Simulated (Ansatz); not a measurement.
Geometry optimisation, Ansatz 0.2.0, UKS PBE0-D4/6-31G*.

Input:

```yaml
crystal:
  periodic: [false, false, false]
  atoms:
    - { symbol: Si, position_ang: [0.000313, 3.4e-05, -0.256091] }
    - { symbol: H, position_ang: [0.000255, 5.2e-05, 1.220391] }
    - { symbol: H, position_ang: [1.40192, 0.000161, -0.756998] }
    - { symbol: H, position_ang: [-0.700584, 1.213782, -0.75706] }
    - { symbol: H, position_ang: [-0.70035, -1.213857, -0.75704] }
    - { symbol: Si, position_ang: [-1.2e-05, -0.000115, 3.88634] }
    - { symbol: H, position_ang: [-0.766386, -1.193288, 4.338188] }
    - { symbol: H, position_ang: [1.416518, -0.067043, 4.338142] }
    - { symbol: H, position_ang: [-0.650274, 1.260273, 4.337727] }
magnetization:
  spin_polarized: true
  initial_magnetization: 1
basis:
  gaussian: { orbitals: "6-31G*" }
hamiltonian:
  xc: pbe0
  dispersion: d4
relax:
  f_tol: 0.03
  max_steps: 50
```

Launched with:

```bash
$ ansatz run input.yaml --threads 1 --pin off --max-ram 2048MiB --backend cpu --events-out ev --progress --plain --runs-dir out
```

Where does it end, and by what steps?

The forces met the threshold. The force dipped under the threshold on the way, but the program's further checks kept it going. After 4 steps the energy has fallen by 0.040 eV; H7 moved furthest, 0.38 Å.

```json
{"step": "0", "energy less start (eV)": "0.0000", "largest force component (eV/Å)": "0.484", "accepted": "yes"}
{"step": "1", "energy less start (eV)": "-0.0322", "largest force component (eV/Å)": "0.042", "accepted": "yes"}
{"step": "2", "energy less start (eV)": "-0.0380", "largest force component (eV/Å)": "0.027", "accepted": "yes"}
{"step": "3", "energy less start (eV)": "-0.0396", "largest force component (eV/Å)": "0.010", "accepted": "yes"}
{"step": "4", "energy less start (eV)": "-0.0399", "largest force component (eV/Å)": "0.004", "accepted": "yes"}
```

```xyz
9
Properties=species:S:1:pos:R:3
Si 0.000 0.000 -0.565
H 0.000 0.000 0.925
H 1.403 0.000 -1.061
H -0.701 1.215 -1.061
H -0.701 -1.215 -1.061
Si 0.000 0.000 4.261
H -0.766 -1.193 4.719
H 1.416 -0.067 4.719
H -0.650 1.260 4.718
```

Whether the end is a true minimum wasn't checked by a vibrational analysis.

Run time: 14 s on 1 thread of Arm Neoverse V1, with other jobs on the host, peak memory 0.13 GiB.
